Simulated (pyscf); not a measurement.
H₂N–SiH₂–SiH(SiH₃)–SiH₃ + H₂ -> H₃Si–SiH(SiH₃)–SiH₃ + NH₃ (four-centre exchange; singlet surface; N–Si, H–H broken, H–Si, H–N formed). Structures and frequencies: ωB97X-D3(BJ)/def2-SVP in PySCF. Energies in kcal/mol from the separated reactants.

```tsv
level	barrier	reaction energy
ωB97X-D3(BJ)/def2-TZVP	48.4	+5.2
PBE/def2-TZVP	40.7	+2.4
r²SCAN/def2-TZVP	44.4	+4.4
B3LYP-D3(BJ)/def2-TZVP	47.3	+4.5
M06-2X/def2-TZVP	50.2	+7.0
ωB97M-D3(BJ)/def2-TZVP	47.2	+4.4
```

The functionals in the table span 9.5 kcal/mol in this barrier, from PBE to M06-2X. On the product side the descent ends in a complex (not fully relaxed), 4.8 kcal/mol under the separated species and 48.1 kcal/mol under the saddle at ωB97X-D3(BJ)/def2-TZVP. At the saddle there is also a short H–Si contact that neither side keeps. H₂N–SiH₂–SiH(SiH₃)–SiH₃ lies 9.4 kcal/mol over its isomer H₃Si–NH–SiH(SiH₃)–SiH₃ (electronic energy, ωB97M-D3(BJ)/def2-TZVP). One saddle was located; it need not be the lowest between these sides.
